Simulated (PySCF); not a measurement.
# The bond of HCl, level by level

Aim: find the lowest electronic state of HCl, scan its bond at several levels of theory, and get bond length, wavenumber and dissociation energy from each curve.

Program: PySCF 2.14.0. Level of theory: H 6-31G(d,p), Cl 6-31G(d,p), no relativity. These are calculated values, not measurements.

**1. The job**

Settings of the job:

```
atoms                         : H, Cl
charge                        : 0
basis                         : H 6-31G(d,p), Cl 6-31G(d,p)
Hamiltonian                   : no relativity
basis functions               : 23
electrons treated             : 18
masses in u                   : 1.0078, 34.9689
levels                        : PBE0, PBE, r²SCAN, TPSSh, r²SCANh, LDA, ωB97X, HF, MP2, SCS-MP2, CCSD, CCSD(T)
grid                          : 80 radial by 434 angular points
occupations                   : held fixed by the projection of orbital angular momentum
dissociation limit            : H + Cl, each in its ground configuration
starting distance in angstrom : 1.290
values of 2S to try           : 0, 2
```

Further steps of the session: The PBE0 curve of the state that the search chose; Higher solutions at PBE0; PBE (GGA); r²SCAN; TPSSh (hybrid meta-GGA); r²SCANh (hybrid meta-GGA); LDA (local density); ωB97X; RHF; Correlated methods on the Hartree–Fock reference.

**Question.** What will these runs give? Wanted: for each run, Re; ωe; De; μ.

The runs gave:

Lowest PBE0 solution found, without spin–orbit coupling: ¹Σ⁺ (singlet), closed shell. The other levels ran on it alone.

| level | Re (Å) | ωe (cm⁻¹) | De (eV) | μ (D) |
| --- | --- | --- | --- | --- |
| RHF | 1.265 | 3182 | 3.27 | -1.47 |
| RHF-MP2 | 1.269 | 3125 | 4.21 | n/a |
| RHF-SCS-MP2 | 1.271 | 3104 | 4.21 | n/a |
| RHF-CCSD | 1.272 | 3074 | 4.21 | n/a |
| RHF-CCSD(T) | 1.273 | 3061 | 4.24 | n/a |
| LDA | 1.295 | 2901 | 5.13 | -1.52 |
| PBE | 1.292 | 2915 | 4.55 | -1.45 |
| r²SCAN | 1.281 | 2999 | 4.53 | -1.49 |
| TPSSh | 1.283 | 2985 | 4.54 | -1.45 |
| r²SCANh | 1.278 | 3027 | 4.50 | -1.50 |
| PBE0 | 1.280 | 3025 | 4.47 | -1.48 |
| ωB97X | 1.277 | 3058 | 4.49 | -1.48 |

De is counted to H + Cl in their ground configurations. A positive dipole means H(−)Cl(+).

Differences from CCSD(T) in the same basis:

| level | Re (mÅ) | ωe (%) |
| --- | --- | --- |
| RHF | -8 | +4.0 |
| RHF-MP2 | -4 | +2.1 |
| RHF-SCS-MP2 | -2 | +1.4 |
| RHF-CCSD | -1 | +0.4 |
| LDA | +22 | -5.2 |
| PBE | +19 | -4.8 |
| r²SCAN | +8 | -2.0 |
| TPSSh | +10 | -2.5 |
| r²SCANh | +5 | -1.1 |
| PBE0 | +7 | -1.2 |
| ωB97X | +4 | -0.1 |

In words: Against CCSD(T) in the same basis, the bond length is nearest at RHF-CCSD (-1 mÅ) and farthest at LDA (+22 mÅ); the wavenumber is nearest at ωB97X (-0.1 %) and farthest at LDA (-5.2 %). Hartree–Fock falls on the short and stiff side, its usual fault. PBE gives a bond that is too long and too soft, as GGAs tend to. CCSD(T) in a basis this small is itself some way from its limit, more so than the functionals. Of the levels with a De here, RHF gives the least (3.27 eV) and LDA the most (5.13 eV).

Correlated steps freeze 5 core orbitals.
